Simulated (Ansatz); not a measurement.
Input file:

```yaml
crystal:
  periodic: [false, false, false]
  atoms:
    - {symbol: C, position_ang: [0.064568, 0.023749, 1.060114]}
    - {symbol: P, position_ang: [-0.100306, 0.032123, -0.476948]}
    - {symbol: Ge, position_ang: [-0.023685, -0.000301, -2.735393]}
    - {symbol: H, position_ang: [0.059423, -0.055571, 2.152227]}
basis:
  gaussian: {orbitals: cc-pVDZ}
magnetization: {spin_polarized: true, initial_magnetization: 2}
hamiltonian: {xc: {name: PBE0}}
correlation: {method: ccsd, electrons: outside_noble_gas}
```

```sh
$ ansatz run in.yaml --threads 1 --pin off --events-out ev --progress --plain --max-ram 2393MiB
```

Output:

```
698 factors; integrals over basis functions are off by at most 1.2e-3 eV
mean field evaluation 1: about -66834.2984 eV, gradient 3.9e1 eV
mean field evaluation 2: about -66834.3507 eV, gradient 3.9e1 eV
mean field evaluation 4: about -66842.6051 eV, gradient 1.3e1 eV
mean field evaluation 8: about -66843.9488 eV, gradient 3.5e-1 eV
mean field evaluation 16: about -66843.9592 eV, gradient 1.3e-2 eV
mean field evaluation 32: about -66824.4969 eV, gradient 1.4e1 eV
mean field -66843.95915404 eV, -2456.4701904481 hartree, gradient 8.6e-7 eV, S^2 2.065791; 0 other end points of the search recorded, 0 dependent functions left out
20 core orbitals not correlated: weight in the atoms' cores, before any rotation towards them, 0.999 or more for the frozen orbitals, at most 0.000 for the correlated occupied ones
reference -66787.33919272 eV, -2454.3894452480 hartree; 8, 6 occupied and 36, 38 virtual orbitals, 698 factors
second order -8.68867016 eV of doubles, -0.30673749 eV of singles
cycle   1  -8.75742622 eV  change    2.3e-1 eV  update   1.2e-1
cycle   2  -9.15048421 eV  change   -3.9e-1 eV  update   4.4e-2
cycle   3  -9.25500506 eV  change   -1.0e-1 eV  update   1.9e-2
cycle   4  -9.26762339 eV  change   -1.3e-2 eV  update   9.6e-3
cycle   5  -9.27120730 eV  change   -3.6e-3 eV  update   5.4e-3
cycle   6  -9.26996906 eV  change    1.2e-3 eV  update   2.5e-3
cycle   7  -9.27003534 eV  change   -6.6e-5 eV  update   1.2e-3
cycle   8  -9.27025620 eV  change   -2.2e-4 eV  update   5.8e-4
cycle   9  -9.27015815 eV  change    9.8e-5 eV  update   2.8e-4
cycle  10  -9.27011520 eV  change    4.3e-5 eV  update   1.3e-4
cycle  11  -9.27021724 eV  change   -1.0e-4 eV  update   6.0e-5
cycle  12  -9.27019448 eV  change    2.3e-5 eV  update   2.0e-5
cycle  13  -9.27021977 eV  change   -2.5e-5 eV  update   1.0e-5
cycle  14  -9.27021768 eV  change    2.1e-6 eV  update   5.0e-6
WARN: the results are in doubt because among natural orbitals full CI differs from the method by -0.088 eV
Total energy: -66796.60941040 eV, -2454.7301194642 hartree
In doubt: among natural orbitals full CI differs from the method by -0.088 eV
```

Ran on 1 thread of Arm Neoverse V2, shared host: 6.5 s wall, 0.21 GiB peak host memory.
